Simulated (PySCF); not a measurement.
**How methods differ on the electron affinity of Cl**

Cl⁻ [Ar] (1S) → Cl [Ne] 3s2 3p5 (2P), as a difference of total energies. Computed with PySCF 2.14 in dyall-acv3z, with the spin-free X2C one-electron Hamiltonian (Gaussian nucleus). Correlated levels: valence: [Ne] frozen; virtual orbitals above 40 to 60 times the deepest correlated orbital energy dropped. The calculations carry no spin-orbit coupling.

```
           method  electron affinity (eV)
              UHF                   2.353
    MP2 (valence)                   3.616
SCS-MP2 (valence)                   3.517
   CCSD (valence)                   3.391
CCSD(T) (valence)                   3.486
```

A first-order spin-orbit estimate (lowest level to lowest level, LS coupling) adds -0.035 eV.

Errors of the correlated levels include the incompleteness of this basis and the frozen core.

**Question.** Which method comes closest to the reference value, and which is furthest?

**Answer.** The reference is 3.613 eV (measured; photodetachment measurements, as compiled on the Wikipedia data page of electron affinities). Closest: MP2 (valence) (error -0.032 eV); furthest: UHF (error -1.296 eV), both after the spin-orbit estimate.
